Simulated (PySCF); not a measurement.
Process, species as SMILES: P (PH3) + H+ → [PH4+]
B3LYP-D3(BJ)/def2-TZVP geometries, fixed; electronic energies without zero-point terms; positive where energy is released.
Largest species:
```
P
H 1 1.3979
H 1 1.3979 2 109.47
H 1 1.3979 2 109.47 3 -120.00
H 1 1.3979 2 109.47 4 -120.00
```
Charge +1, spin multiplicity 1.

Effect of the auxiliary basis of density fitting at r2SCAN/def2-SVP with PySCF, against the last row, where the proton affinity is 192.07 kcal/mol.

```
setting                                fitting functions, largest species  largest shift of a total energy (mEh)  shift of the proton affinity (kcal/mol)
-------------------------------------  ----------------------------------  -------------------------------------  ---------------------------------------
density fitting: autoaux                                              232                                 -0.032                                    0.002
density fitting: def2-universal-jkfit                                 200                                 -0.123                                   -0.022
density fitting: cc-pvtz-jkfit                                        241                                 -0.025                                   -0.002
density fitting: cc-pvqz-jkfit                                        352                                 -0.016                                    0.000
density fitting: weigend                                               95                                 -0.418                                    0.050
density fitting: none                                                   -                                  0.000                                    0.000
```

Within 0.05 kcal/mol in the proton affinity: density fitting: autoaux; density fitting: def2-universal-jkfit; density fitting: cc-pvtz-jkfit; density fitting: cc-pvqz-jkfit. The largest shift is 0.418 mEh in a total energy and 0.050 kcal/mol in the difference.
